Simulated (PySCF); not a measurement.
Reaction (SMILES): F[C]Cl (closed-shell singlet) + 3 [H][H] (H2) → C (CH4) + Cl (HCl) + F (HF)
B3LYP-D3(BJ)/def2-TZVP geometries, fixed; electronic energies without zero-point terms.
Largest species:
```xyz
5

C      0.0000     0.0000     0.0000
H      0.6205     0.6269     0.6390
H     -0.6429    -0.6249     0.6185
H      0.6369    -0.6328    -0.6166
H     -0.6146     0.6308    -0.6409
```
Charge 0, spin multiplicity 1.

Basis-set convergence of the energy of full hydrogenation at PBE with PySCF. All functions are spherical. Density fitting with generated auxiliary sets. No added dispersion term, no relativity. Functions are those of the species that has most. Reference: the value in def2-QZVPPD, -121.54 kcal/mol, itself unsure by roughly 0.58 kcal/mol (its mean distance from pcseg-3, def2-QZVPP, cc-pV(Q+d)Z). Deviations are taken from unrounded values.

| basis | functions | energy of full hydrogenation (kcal/mol) |
|---|---|---|
| def2-SVP | 46 | -115.51 |
| def2-SVPD | 70 | -129.81 |
| pcseg-1 | 46 | -118.21 |
| aug-pcseg-1 | 73 | -122.21 |
| cc-pV(D+d)Z | 51 | -113.40 |
| aug-cc-pV(D+d)Z | 78 | -125.20 |
| 6-311G** | 62 | -119.20 |
| 6-311+G** | 74 | -123.35 |
| pcseg-2 | 94 | -121.43 |
| aug-pcseg-2 | 142 | -122.02 |
| cc-pV(T+d)Z | 99 | -118.47 |
| aug-cc-pV(T+d)Z | 147 | -121.67 |
| def2-TZVP | 99 | -117.45 |
| def2-TZVPD | 123 | -120.24 |
| def2-TZVPP | 104 | -119.95 |
| def2-TZVPPD | 128 | -121.98 |
| def2-QZVPP | 184 | -121.16 |
| def2-QZVPPD | 208 | -121.54 |

What the diffuse functions change, pair by pair:
- def2-SVP to def2-SVPD: 24 more functions, deviation 6.03 to -8.27 kcal/mol
- pcseg-1 to aug-pcseg-1: 27 more functions, deviation 3.33 to -0.67 kcal/mol
- cc-pV(D+d)Z to aug-cc-pV(D+d)Z: 27 more functions, deviation 8.14 to -3.67 kcal/mol
- 6-311G** to 6-311+G**: 12 more functions, deviation 2.34 to -1.82 kcal/mol
- pcseg-2 to aug-pcseg-2: 48 more functions, deviation 0.11 to -0.48 kcal/mol
- cc-pV(T+d)Z to aug-cc-pV(T+d)Z: 48 more functions, deviation 3.06 to -0.13 kcal/mol
- def2-TZVP to def2-TZVPD: 24 more functions, deviation 4.09 to 1.30 kcal/mol
- def2-TZVPP to def2-TZVPPD: 24 more functions, deviation 1.58 to -0.44 kcal/mol
- def2-QZVPP to def2-QZVPPD: 24 more functions, deviation 0.38 to 0.00 kcal/mol

Leaving out the reference's own pair, they bring the value nearer the reference by more than 0.58 kcal/mol in 5 of 8 pairs.
